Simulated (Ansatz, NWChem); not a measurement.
# Strength of the C–H bond: CH4N → CH3N + H

Species: CH4N (methyl amino radical) `C[NH]`, doublet; CH3N (methanimine) `C=N`, singlet; H atom, doublet. 

Shapes, held fixed at every level: PBE0-D4/def2-TZVP. Programs: Ansatz 0.2.0, NWChem 7.3.0. The zero-point and thermal change to 298 K, harmonic and unscaled (PBE0-D4/def2-TZVP), is -18.5 kJ/mol.

```tsv
level	kind	ΔH(298 K) (kJ/mol)	less CCSD(T)/CBS estimate
r2SCAN-D4/def2-TZVPP	meta-GGA	+153.5	+24.4
r2SCAN0-D4/def2-TZVPP	global hybrid	+164.4	+35.3
B2PLYP/def2-TZVPP	double hybrid	+131.7	+2.6
MP2/def2-SVP	perturbation theory	+100.0	-29.1
MP2/cc-pVTZ	perturbation theory	+106.1	-23.0
CCSD(T)/def2-SVP	coupled cluster or CI	+119.7	-9.4
CCSD(T)/def2-TZVPP	coupled cluster or CI	+128.8	-0.3
CCSD(T)/CBS estimate	coupled cluster or CI	+129.1	0.0
```

The highest level, CCSD(T)/CBS estimate, gives ΔH(298 K) = +129.1 kJ/mol; the levels span +100.0 to +164.4. A fragment pairs its electrons up again, so this isn't a typical strength of such a bond. The column of differences is taken from that level and isn't an error. No measured value is set beside it here. Open shells run unrestricted unless RO is named. The CBS estimate extrapolates MP2 from def2-TZVPP and def2-QZVPP and adds CCSD(T) − MP2 in the triple-zeta set, cores frozen.
